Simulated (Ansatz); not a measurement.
Two isomers of C4H7ClO: A = `C=CC(Cl)OC`, B = `C/C(O)=C(\C)Cl`.

Isolated molecules relaxed with PBE0-D4/def2-TZVP in Ansatz; ΔE leaves out vibrations. CCSD(T)/CBS is the MP2 limit (def2-TZVPP, def2-QZVPP) plus CCSD(T) − MP2 in def2-TZVPP, frozen cores. DFT in def2-TZVPP. B3LYP here is the variant with VWN-RPA as its local correlation; programs differ in this. Each species was taken in one conformer, which may not be the lowest.

Which isomer does CCSD(T)/CBS put lower? Give the gap. (Best estimate.)

Ansatz gave: B, by 78.2 kJ/mol.

Give E(B) − E(A) in kJ/mol with HF/def2-TZVPP, r2SCAN-D4, PBE-D4, MP2/def2-TZVPP, CCSD/def2-TZVPP, B3LYP-D4, PBE0-D4. (Estimate.)

Ansatz gave: HF/def2-TZVPP -57.7, r2SCAN-D4 -84.3, PBE-D4 -87.5, MP2/def2-TZVPP -85.6, CCSD/def2-TZVPP -73.5, B3LYP-D4 -74.6, PBE0-D4 -88.2. None reverses the order clearly.

Largest T1 diagnostic: 0.011.

In def2-TZVPP, CCSD(T) changes the Hartree–Fock value by −17.7 kJ/mol (the triples alone add −1.9 kJ/mol) and MP2 by −27.9 kJ/mol.
